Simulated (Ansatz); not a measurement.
# One shape, several levels: H3O+ (oxonium)

We compute a comparison of 6 runs (UHF/3-21G, UHF/6-31G, r2SCAN0/3-21G, RPA@PBE/3-21G, BCCD(T)/3-21G, CCSD/6-31G) of H3O+ (oxonium). 

The results are computed with Ansatz 0.2.0.

## (1) Starting point

The species is H3O+ (4 atoms), meant as a singlet with charge +1. SMILES: `[OH3+]`. The H4–O1 distance was set to 1.956 Å, away from the relaxed value. At this shape a bond of the SMILES string is far longer than usual.

Bond lengths: O1–H2 0.978 Å, O1–H3 0.978 Å. Angles: H2–O1–H3 113.0°.

## (2) A single-point energy at UHF/3-21G (run 1)

Contents of run.yaml:

```yaml
basis:
  gaussian:
    orbitals: 3-21G.json
crystal:
  periodic: [false, false, false]
  atoms:
    - symbol: O
      position_ang: [0.356084, 0.380061, -0.910561]
    - symbol: H
      position_ang: [0.393174, 1.355201, -0.842661]
    - symbol: H
      position_ang: [-0.234776, 0.068471, -1.625181]
    - symbol: H
      position_ang: [0.007860, -0.493450, 0.805020]
total_charge: 1
magnetization:
  spin_polarized: true
  initial_magnetization: 0
hamiltonian:
  xc: hf
accuracy: high
```

The basis set 3-21G is read from a file made from the Basis Set Exchange's data (not shown).

Started as:

```bash
$ ansatz run run.yaml --threads 1 --pin off --max-ram 3480MiB --events-out events.jsonl --progress --plain --runs-dir runs
```

Log:

```text
Warning: RAYON_NUM_THREADS=1 ignored (pool sized by the plan → 1); use --threads N
Functional definition: HF
  name "HF"
  exchange = exact_x
  correlation = 0
229 factors; integrals over basis functions are off by at most 3.0e-9 eV
mean field evaluation 1: about -2053.0456 eV, gradient 4.6e1 eV
mean field evaluation 2: about -2053.0418 eV, gradient 4.6e1 eV
mean field evaluation 4: about -2060.0335 eV, gradient 1.4e0 eV
mean field evaluation 8: about -2060.0474 eV, gradient 6.9e-4 eV
mean field evaluation 16: about -2060.2254 eV, gradient 2.9e0 eV
mean field evaluation 32: about -2060.3212 eV, gradient 4.8e-1 eV
mean field evaluation 64: about -2055.4330 eV, gradient 2.8e1 eV
mean field evaluation 96: about -2060.2064 eV, gradient 2.2e0 eV
mean field evaluation 128: about -2060.0474 eV, gradient 6.9e-5 eV
mean field -2060.35230101 eV, -75.7165505053 hartree, gradient 2.1e-8 eV, S^2 0.624374; 3 other end points of the search recorded, 0 dependent functions left out
reference -2060.35230101 eV, -75.7165505053 hartree; 5, 5 occupied and 10, 10 virtual orbitals, 229 factors
Total energy: -2060.35230101 eV, -75.7165505053 hartree
```

Wall time 0.08 s (1 thread of Arm Neoverse V2, shared host).

## (3) The energy at UHF/6-31G (run 2)

Contents of run.yaml:

```yaml
crystal:
  periodic: [false, false, false]
  atoms:
    - {symbol: O, position_ang: [0.356084, 0.380061, -0.910561]}
    - {symbol: H, position_ang: [0.393174, 1.355201, -0.842661]}
    - {symbol: H, position_ang: [-0.234776, 0.068471, -1.625181]}
    - {symbol: H, position_ang: [0.007860, -0.493450, 0.805020]}
basis:
  gaussian:
    orbitals: 6-31G
total_charge: 1
magnetization:
  spin_polarized: true
hamiltonian:
  xc: hf
accuracy: high
```

Started as:

```bash
$ ansatz run run.yaml --threads 1 --pin off --max-ram 3480MiB --events-out events.jsonl --progress --plain --runs-dir runs
```

Log:

```text
Warning: RAYON_NUM_THREADS=1 ignored (pool sized by the plan → 1); use --threads N
[... 4 set-up lines as earlier in the session ...]
283 factors; integrals over basis functions are off by at most 8.6e-9 eV
mean field evaluation 1: about -2062.4816 eV, gradient 4.7e1 eV
mean field evaluation 2: about -2062.4852 eV, gradient 4.7e1 eV
mean field evaluation 4: about -2070.6289 eV, gradient 1.6e0 eV
mean field evaluation 8: about -2070.6517 eV, gradient 8.2e-4 eV
mean field evaluation 16: about -2070.6984 eV, gradient 1.5e0 eV
mean field evaluation 32: about -2070.8024 eV, gradient 4.6e-1 eV
mean field evaluation 64: about -2070.6943 eV, gradient 4.7e-1 eV
mean field evaluation 96: about -2070.7799 eV, gradient 9.9e-1 eV
mean field evaluation 128: about -2070.6517 eV, gradient 1.0e-6 eV
mean field -2070.83514454 eV, -76.1017878994 hartree, gradient 4.5e-8 eV, S^2 0.548443; 3 other end points of the search recorded, 0 dependent functions left out
reference -2070.83514454 eV, -76.1017878994 hartree; 5, 5 occupied and 10, 10 virtual orbitals, 283 factors
Total energy: -2070.83514454 eV, -76.1017878994 hartree
```

Wall time 0.1 s (1 thread of Arm Neoverse V2, shared host).

Run 3 isn't shown in full; the table further down has it.

## (4) A single-point energy at RPA@PBE/3-21G (run 4)

Contents of in.yaml:

```yaml
crystal:
  periodic: [false, false, false]
  atoms:
    - {symbol: O, position_ang: [0.356084, 0.380061, -0.910561]}
    - {symbol: H, position_ang: [0.393174, 1.355201, -0.842661]}
    - {symbol: H, position_ang: [-0.234776, 0.068471, -1.625181]}
    - {symbol: H, position_ang: [0.007860, -0.493450, 0.805020]}
basis:
  gaussian:
    orbitals: 3-21G.json
total_charge: 1
hamiltonian:
  xc: pbe
correlation:
  method: rpa
  frozen_orbitals: {H: 0, O: 1}
accuracy: high
```

The basis set 3-21G is read from a file made from the Basis Set Exchange's data (not shown).

Started as:

```bash
$ ansatz run in.yaml --threads 1 --pin off --max-ram 3480MiB --events-out events.jsonl --progress --plain --runs-dir runs
```

Log, cut to the lines that bear on the results:

```text
Warning: RAYON_NUM_THREADS=1 ignored (pool sized by the plan → 1); use --threads N
Functional definition: PBE
  name "PBE"
[...]
229 factors; integrals over basis functions are off by at most 3.0e-9 eV
[...]
mean field -2069.32555128 eV, -76.0463113704 hartree, gradient 3.0e-9 eV, S^2 0.000000; 0 other end points of the search recorded, 0 dependent functions left out; unrestricted orbitals would lower it
1 core orbitals not correlated: weight in the atoms' cores, before any rotation towards them, 1.000 or more for the frozen orbitals, at most 0.000 for the correlated occupied ones
reference -2059.57707146 eV, -75.6880613448 hartree; 4, 4 occupied and 10, 10 virtual orbitals, 229 factors
Total energy: -2066.46198695 eV, -75.9410773221 hartree
```

It took 0.54 s on 1 thread of Arm Neoverse V2, shared host.

Run 5 isn't shown in full; the table further down has it.

## (5) A single-point energy at CCSD/6-31G (run 6)

Contents of job.yaml:

```yaml
crystal:
  periodic: [false, false, false]
  atoms:
    - {symbol: O, position_ang: [0.356084, 0.380061, -0.910561]}
    - {symbol: H, position_ang: [0.393174, 1.355201, -0.842661]}
    - {symbol: H, position_ang: [-0.234776, 0.068471, -1.625181]}
    - {symbol: H, position_ang: [0.007860, -0.493450, 0.805020]}
basis:
  gaussian: {orbitals: 6-31G}
total_charge: 1
scf: {omitted_lower_state_checks: [cluster_reference, increment]}
correlation: {method: ccsd, frozen_orbitals: {H: 0, O: 1}}
accuracy: high
```

Started as:

```bash
$ ansatz run job.yaml --threads 1 --pin off --max-ram 3480MiB --events-out events.jsonl --progress --plain --runs-dir runs
```

Log:

```text
Warning: RAYON_NUM_THREADS=1 ignored (pool sized by the plan → 1); use --threads N
[... 11 lines left out ...]
1 core orbitals not correlated: weight in the atoms' cores, before any rotation towards them, 1.000 or more for the frozen orbitals, at most 0.000 for the correlated occupied ones
[... 27 lines left out ...]
Total energy: -2074.93829957 eV, -76.2525760656 hartree
Checks for a lower state left out: cluster_reference, increment
```

Run time: 0.1 s. Hardware: 1 thread of Arm Neoverse V2, shared host.

## (6) Overview of the runs

```tsv
run	level	frozen core orbitals	energy (Eh)	wall time
1	UHF/3-21G	–	-75.716551	0.08 s
2	UHF/6-31G	–	-76.101788	0.1 s
3	r2SCAN0/3-21G	–	-76.065225	0.92 s
4	RPA@PBE/3-21G	1	-75.941077	0.54 s
5	BCCD(T)/3-21G	1	-75.865825	0.1 s
6	CCSD/6-31G	1	-76.252576	0.1 s
```

## (7) Outcome

| quantity | value |
| --- | --- |
| run 6: total energy | -76.25258 Eh |
| run 6: correlation energy (1 core orbital frozen) | -157.5 mEh |
| run 6: T1 diagnostic | 0.050 |

In run 6 the T1 diagnostic is large, so a single reference may not serve. In runs 4, 5, 6 the log says that unrestricted orbitals would lower the reference, so the values rest on an unstable closed-shell determinant (other closed-shell runs at this shape may share the fault). Spin contamination of the reference: run 1 ⟨S²⟩ = 0.62, run 2 ⟨S²⟩ = 0.55. Where it is this large, the reference is a mixture of spin states, and values that rest on it are in doubt. All runs together took 1.8 s, the longest 0.92 s.
